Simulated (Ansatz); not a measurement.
# Structure relaxation of TaGe₃

Computed with DFT PBE, scalar-relativistic, plane waves, PAW (Ansatz 0.2.0). Cutoff 420 eV, Γ-centred k mesh, Gaussian smearing, no spin polarisation in the final step.

This is the end of a relaxation of cell and atoms.

```
CELL_PARAMETERS angstrom
4.12444 0.00000 0.00000
0.00000 4.12444 0.00000
0.00000 0.00000 4.12444
ATOMIC_POSITIONS crystal
Ta 0.00000 0.00000 0.00000
Ge 0.00000 0.50000 0.50000
Ge 0.50000 0.00000 0.50000
Ge 0.50000 0.50000 0.00000
```

Energies over the elements count from the elements' standard structures at the same level, with no empirical corrections.

Question: What space group does it have?

Answer: Pm-3m (No. 221). Conventional cell: a = 4.124 Å. Ta is coordinated by 12 Ge at 2.92 Å; Ge is coordinated by 4 Ta at 2.92 Å and 8 Ge at 2.92 Å.

Question: How far does it lie from the elements in energy?

Answer: 0.40 eV/atom.

Question: Is it a metal?

Answer: Yes, bands cross the Fermi level on the 12×12×12 mesh.

The final run used a 12×12×12 mesh on its 4-atom cell and 0.10 eV smearing. The k mesh leaves about 4 meV/atom of noise in metals. Spin–orbit coupling is left out. The cell came from a trial start, so TaGe₃ may not exist in this structure.

Cost: 2 runs of about 1.1 core-minutes in all, on Arm Neoverse V1 (shared hosts).